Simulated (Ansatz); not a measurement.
Compare A (`C=COC(=C)N`) with its isomer B (`CC(=N)C(C)=O`).

Calculated with Ansatz (gas phase, PBE0-D4/def2-TZVP geometries, no zero-point term in ΔE). CBS: MP2 limit from def2 TZ/QZ plus the TZ coupled-cluster correction, frozen cores. DFT in def2-TZVPP. B3LYP here is the variant with VWN-RPA as its local correlation; programs differ in this. One conformer a species, not always the lowest.

Problem. Which is lower in electronic energy at CCSD(T)/CBS, and by how much? (An estimate is asked.)

Solution. The calculation gave: B, by 108.6 kJ/mol.

Problem. Give E(B) − E(A) in kJ/mol with B3LYP, r2SCAN-D4, B2PLYP, PBE-D4, B3LYP-D4, ωB97M-V, MP2/def2-TZVPP. (An estimate is asked.)

Solution. The calculation gave: B3LYP -99.1, r2SCAN-D4 -102.5, B2PLYP -107.0, PBE-D4 -101.0, B3LYP-D4 -100.8, ωB97M-V -105.5, MP2/def2-TZVPP -114.9. None reverses the order clearly.

Largest T1 diagnostic: 0.013.
